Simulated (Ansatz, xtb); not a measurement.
# Relaxing a trial structure of CH4Si2−

The starting geometry of this gas-phase doublet has its atoms placed at random.

```json
{"atom": "C", "x (Å)": "-0.6546", "y (Å)": "-1.0339", "z (Å)": "0.2518"}
{"atom": "Si", "x (Å)": "0.5932", "y (Å)": "0.6511", "z (Å)": "-0.6833"}
{"atom": "Si", "x (Å)": "-0.9452", "y (Å)": "0.4819", "z (Å)": "2.0532"}
{"atom": "H", "x (Å)": "-0.8369", "y (Å)": "0.0015", "z (Å)": "-1.1840"}
{"atom": "H", "x (Å)": "1.3489", "y (Å)": "1.0392", "z (Å)": "0.5441"}
{"atom": "H", "x (Å)": "0.0461", "y (Å)": "2.2945", "z (Å)": "0.0278"}
{"atom": "H", "x (Å)": "-0.2399", "y (Å)": "-1.4917", "z (Å)": "1.2054"}
```

Guess where an optimisation with r2SCAN-D4/def2-SVPD ends from this start.

It ends as a structure with H6 bridging Si2 and Si3, given below by its coordinates. Distances that change by over a tenth: Si2–Si3 (3.14 → 2.62 Å). Contacts that open: Si2–H4 (1.65 → 2.59 Å). Contacts that close: C1–Si2 (2.30 → 1.94 Å), C1–Si3 (2.37 → 1.94 Å), C1–H4 (1.78 → 1.10 Å), Si2–H6 (1.87 → 1.69 Å), Si3–H6 (2.89 → 1.74 Å).

The energy falls by 6.99 eV over 17 steps:

| step | E − E(last) (eV) |
| --- | --- |
| 1 | 6.987 |
| 3 | 3.968 |
| 5 | 2.960 |
| 6 | 2.434 |
| 8 | 0.955 |
| 10 | 0.297 |
| 12 | 0.035 |
| 13 | 0.013 |
| 15 | 0.001 |
| 17 | 0.000 |

Final geometry (Å):

| atom | x (Å) | y (Å) | z (Å) |
| --- | --- | --- | --- |
| C | -0.5329 | -0.4611 | 0.1729 |
| Si | 0.6748 | 0.9001 | -0.4924 |
| Si | -1.1647 | 0.9167 | 1.3775 |
| H | -1.2508 | -0.8300 | -0.5762 |
| H | 1.7763 | 0.7188 | 0.5761 |
| H | -0.1464 | 2.0080 | 0.4791 |
| H | -0.0447 | -1.3098 | 0.6780 |

From the same start GFN2-xTB ends elsewhere, differing in C1–H4 (2.87 against 1.10 Å here), Si2–Si3 (3.22 against 2.62 Å here), Si2–H4 (1.53 against 2.59 Å here), Si3–H6 (3.42 against 1.74 Å here).

From so rough a start the end depends on the optimiser's path, so another program may land elsewhere. No frequencies were run, so the end isn't proven a minimum. Open shells are spin-unrestricted. Run with Ansatz 0.2.0, 95 s on 2 threads of Arm Neoverse V2 (shared host).
